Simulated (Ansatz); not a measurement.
We consider rutile MnF2, described by PBE-D3(BJ) (plane waves, PAW; Ansatz, an electronic-structure program).

Numerical settings: plane-wave cutoff 520 eV, 8×8×10 k mesh (along the axes of the cell as run), Fermi–Dirac smearing 0.01 eV, spin-polarised with opposed moments, scalar-relativistic PAW data made under PBE.

Computed at the level's own relaxed cell.

Question: What does this level give for the band gap, pressure derivative B′ of the bulk modulus and bulk modulus B0?

Answer: 
- band gap: 2.23 eV (indirect)
- pressure derivative B′ of the bulk modulus: 4.8
- bulk modulus B0: 88.4 GPa

Measured, for comparison: band gap 9.9 eV (temperature not stated, no zero-point or thermal correction, the source doubts the polymorph; as tabulated in Das and Bazhirov (2019), arXiv:1808.05325). Computed (rounded) less measured: band gap not scored (a reference that its source doubts or gives as a wide range).

Note: without U or exact exchange, gaps and moments of open d shells tend to come out too small; the bulk modulus comes from volumes at which shape and atoms were relaxed.

Computed values are for the static lattice.

Computing time: roughly 25 core-minutes.
